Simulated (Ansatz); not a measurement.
Born–Oppenheimer molecular dynamics of H5SSi2 (8 atoms, charge -1, multiplicity 1). It starts at the highest image of a converged band, a first-order saddle point between two minima.

All numbers below come from Ansatz 0.2.0, RKS BHLYP-D4/def2-SVP.

```
ensemble                      : NVE (velocity Verlet)
time step                     : 0.5 fs
steps asked                   : 200
starting velocities drawn for : 100 K
seed                          : 7107
```

First frame:

```xyz
8
Properties=species:S:1:pos:R:3
Si -0.697 1.075 -0.781
Si 0.522 -0.092 0.672
S 1.389 -2.231 0.567
H -2.140 0.824 -0.456
H -0.769 1.279 -2.307
H -0.357 1.399 1.029
H 1.857 0.588 0.719
H 0.195 -2.844 0.557
```

(1) How far do the bonds stretch over the last three quarters of this one trajectory? (Pairs bonded in most of those frames.)

Results:

(1) 
```tsv
bond	mean (Å)	spread (Å)	shortest	longest
Si1–Si2	2.602	0.175	2.27	2.78
Si1–H4	1.508	0.011	1.49	1.53
Si1–H5	1.534	0.049	1.45	1.64
Si1–H6	1.578	0.143	1.31	1.80
Si2–S3	2.361	0.085	2.25	2.47
Si2–H7	1.533	0.027	1.49	1.59
S3–H8	1.347	0.015	1.32	1.37
```

Mean temperature of the second half: 1425 K. The conserved energy stayed within 0.47 meV per atom of its start (net change 0.051 meV per atom), so the integration is sound. The system heated up, since it started high on the potential surface and ran downhill. A run of 0.1 ps of so small a system gives no equilibrium averages. The orbitals stay closed-shell, which can raise the energy where a bond breaks towards radicals; this wasn't checked here. Limits of this set-up: an anion without diffuse functions, the dipole of an ion depends on the origin.

Time of the run: 8 min on 1 thread of Arm Neoverse V1, with other jobs on the host, peak memory 0.15 GiB.
